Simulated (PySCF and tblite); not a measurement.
Results of a calculation; reference values are marked as such.
C2H3O (charge +1), numbered as in [CH3:1][C:2]#[O+:3].

Classical Langevin dynamics with GFN2-xTB (tblite), gas phase: time step 1.5 fs, H mass 4 u, friction 0.005 fs⁻¹, 400 steps to settle and 8000 to sample, one trajectory a temperature from the lowest conformer.

GIAO shieldings at KT2/pcSseg-1 (PySCF) on 20 frames a temperature; like atoms are averaged, and of two unlike H on one atom a is the less shielded at the minimum.

Q: How far do thermal motions move the shieldings from their values at the minimum?

A: 
```tsv
signal	σ at minimum (ppm)	Δσ, 200 K	Δσ, 400 K	Δσ, 600 K
C1	190.4	-1.0 ± 0.6	-1.1 ± 0.9	-1.2 ± 1.4
C2	37.9	-0.1 ± 0.8	0.4 ± 0.9	-1.0 ± 1.4
O3	-6.2	-0.4 ± 1.7	-1.7 ± 2.4	-6.6 ± 3.9
H1	27.30	-0.19 ± 0.08	-0.37 ± 0.12	-0.39 ± 0.17
```

Errors are standard errors over frames. Zero-point motion is missing, and a reference compound would move too.

Q: What do the single frames at 400 K give for C2?

A: 
```csv
t (fs),"V above the minimum, tight binding (kcal/mol)","E above it, DFT (kcal/mol)",torsions (°),σ (ppm)
900,5.4,8.1,none,41.9
1500,3.0,1.9,none,39.6
2100,2.8,3.0,none,41.4
2700,7.4,8.8,none,40.5
3300,2.2,3.1,none,40.0
3900,4.8,6.2,none,45.2
4500,2.4,1.8,none,39.0
5100,9.2,7.6,none,29.3
5700,5.3,4.9,none,34.9
6300,2.0,2.3,none,38.7
6900,5.0,4.9,none,36.1
7500,2.1,1.9,none,35.4
8100,3.6,3.6,none,33.7
8700,7.0,8.4,none,41.7
9300,2.2,2.8,none,34.7
9900,5.6,4.6,none,31.4
10500,2.2,2.0,none,41.1
11100,3.3,2.7,none,40.6
11700,4.6,6.0,none,38.2
12300,6.2,8.9,none,41.9
```

Q: How does the lowest singlet excitation (CAM-B3LYP/def2-SVPD) spread?

A: 8.56 eV at the minimum; 8.48 eV with a spread of 0.20 eV at 200 K; 8.31 eV with a spread of 0.30 eV at 400 K; 8.07 eV with a spread of 0.44 eV at 600 K.

Changes within two standard errors are not significant.

The study took 6.2 min on 1 thread of Intel Xeon @ 2.60GHz, on a host shared with other jobs (rough), peak memory 0.38 GiB, launched as `OMP_NUM_THREADS=1 python ens_run.py task.json out`.
